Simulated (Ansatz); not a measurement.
Results of PBEsol (PAW; Ansatz, an electronic-structure program) for hcp Hf.

Settings: plane-wave cutoff 520 eV, 18×18×8 k mesh (along the axes of the cell as run), Fermi–Dirac smearing 0.1 eV, perturbation theory, scalar-relativistic PAW data made under PBE.

The cell has the measured lattice parameters. Conventional cell: a = 3.1942 Å, b = 3.1942 Å, c = 5.0512 Å, α = 90.00°, β = 90.00°, γ = 120.00°.

```cif
data_Hf2
_chemical_formula_sum 'Hf2'
_space_group_name_H-M_alt 'P 1'
_space_group_IT_number 1
_cell_length_a 3.19420
_cell_length_b 3.19420
_cell_length_c 5.05120
_cell_angle_alpha 90.000
_cell_angle_beta 90.000
_cell_angle_gamma 120.000
loop_
_space_group_symop_operation_xyz
  'x, y, z'
loop_
_atom_site_label
_atom_site_type_symbol
_atom_site_fract_x
_atom_site_fract_y
_atom_site_fract_z
_atom_site_occupancy
Hf1 Hf 0.66667 0.33333 0.75000 1
Hf2 Hf 0.33333 0.66667 0.25000 1
```

Harmonic phonon frequencies (cm⁻¹; i marks an imaginary mode):

| q point | frequencies |
|---|---|
| Γ | ? |
| M | ? |
| K | 97 97 106 106 109 148 |
| A | ? |
| L | ? |
| H | 53 53 131 131 139 139 |

Q: Fill in the missing entries.

A: 
- Γ, frequencies: 0 0 0 75 75 97
- M, frequencies: 62 69 116 117 121 129
- A, frequencies: 53 53 53 53 103 103
- L, frequencies: 95 95 96 96 143 143

No imaginary mode appears at these points.

Note: the cell isn't this level's own, so it is under some stress, which shifts stiffness and frequencies.
